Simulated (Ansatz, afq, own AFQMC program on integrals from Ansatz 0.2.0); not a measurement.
## GeH2, singlet → GeH2⁺, doublet

```xyz
3

Ge    0.0000   -0.0303    0.0000
H     0.0000    1.0906   -1.1335
H     0.0000    1.0906    1.1335
```

E(doublet, charge +1) − E(singlet, charge +0) at this geometry, on RHF and UHF determinants.

Basis cc-pVDZ. Noble-gas cores (and the filled d shells of Ga–Kr and In–Xe) are frozen. Ansatz 0.2.0 and our own AFQMC program on the same integrals; the CISD trial comes from CCSD amplitudes, and released means the phaseless constraint is let go. Uncertainties: one standard error, sampling alone. No spin–orbit coupling. The errors of all members are added in quadrature.

Full CI on the same integrals is exact in this basis and with this determinant's frozen core.

Errors are counted within cc-pVDZ, not against nature.

Cautions: inner d shell frozen; no relativity below Rb; no spin-orbit coupling; GeH₂ (singlet): restricted determinant unstable towards unrestricted (UHF 27 meV lower, ⟨S²⟩ 0.23).

Reference (full CI): 891.5 kJ/mol.

```tsv
level	vertical ionization energy (kJ/mol)	error against FCI (kJ/mol)
HF	817.9	-73.7
MP2	877.9	-13.7
CCSD	890.4	-1.2
CCSD(T)	891.5	0.0
CCSDT	891.3	-0.2
CCSDT(Q)	891.5	-0.1
CCSDTQ	891.5	0.0
ph-AFQMC/CISD	891.9 ± 0.2	0.3 ± 0.2
released AFQMC	891.6 ± 0.1	0.0 ± 0.1
```

Correlation beyond CCSD(T) changes it by less than 2 meV. The perturbative (T) step is worth +1.2 kJ/mol.

CCSDT and higher add their correlation energy to the determinant of the CCSD(T) run, since their own runs factorise the integrals more tightly (a shift of under 2 meV). A walk keeps the symmetry of its determinant, which the program's search chose and which needn't be the lowest solution, so a lower state of the same spin and another symmetry isn't excluded. Released energies are given only where the last usable release times agree within the noise; a slower fall can still hide under it.
